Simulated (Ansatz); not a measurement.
# Cu (fcc type): a single-point run

The task is a single-point run on Cu (fcc type).

Program: Ansatz 0.2.0. Level of theory: Kohn-Sham DFT, with the functional, basis and potentials that each input names (as first typed). These are calculated values, not measurements.

## 1. The structure to begin with

Symmetry: Fm-3m, No. 225, cubic system. The conventional cell has a = 3.630 Å, b = 3.630 Å, c = 3.630 Å, α = 90.00°, β = 90.00°, γ = 90.00°. Around Cu (site symmetry m-3m) lie 12 Cu at 2.57 Å.

Coordinates:

```xyz
1
Lattice="0.0000 1.8149 1.8149 1.8149 0.0000 1.8149 1.8149 1.8149 0.0000" Properties=species:S:1:pos:R:3 pbc="T T T"
Cu    0.0000    0.0000    0.0000
```

## 2. Running it

File input.yaml:

```yaml
crystal:
  lattice:
    - [0.0, 1.8148843201, 1.8148843201]
    - [1.8148843201, 0.0, 1.8148843201]
    - [1.8148843201, 1.8148843201, 0.0]
  atoms:
    - { symbol: Cu, position: [0.0, 0.0, 0.0] }
kpoints:
  mp_grid: { grid: [20, 20, 20] }
  band_path:
    path:
      - [0.0, 0.0, 0.0]
      - [0.5, 0.0, 0.5]
      - [0.625, 0.25, 0.625]
      - [0.375, 0.375, 0.75]
      - [0.0, 0.0, 0.0]
      - [0.5, 0.5, 0.5]
      - [0.5, 0.25, 0.75]
      - [0.5, 0.0, 0.5]
    npoints: 8
scf:
  occupations: { method: fermi_dirac, width: 0.03 }
  max_iter: 60
hamiltonian:
  xc: pbe
  pseudopotentials: { kind: nc }
output:
  forces: true
  stress: true
  eigenvalues: true
  efg: { contact_densities: true }
magnetization:
  spin_polarized: true
  spin_orbit: true
```

The run is started by

```sh
$ ansatz run input.yaml --threads 1 --pin off --max-ram 2048MiB --backend cpu --events-out ev --progress --plain --runs-dir out
```

**Question.** How will this run end, and is anything wrong with its input?

The run ended at the input check. The line that matters: «3 input errors — fix all and re-run 1. inconsistent input (magnetization.spin_orbit, magnetization.noncollinear): true requires noncollinear: true — spin–orbit coupling acts on 2-spinor wavefunctions; set both flags»

In the input, magnetization.spin_orbit is true. The potentials chosen hold no spin-orbit term, or the run isn't non-collinear.

What to do: delete magnetization.spin_orbit (the default then holds).
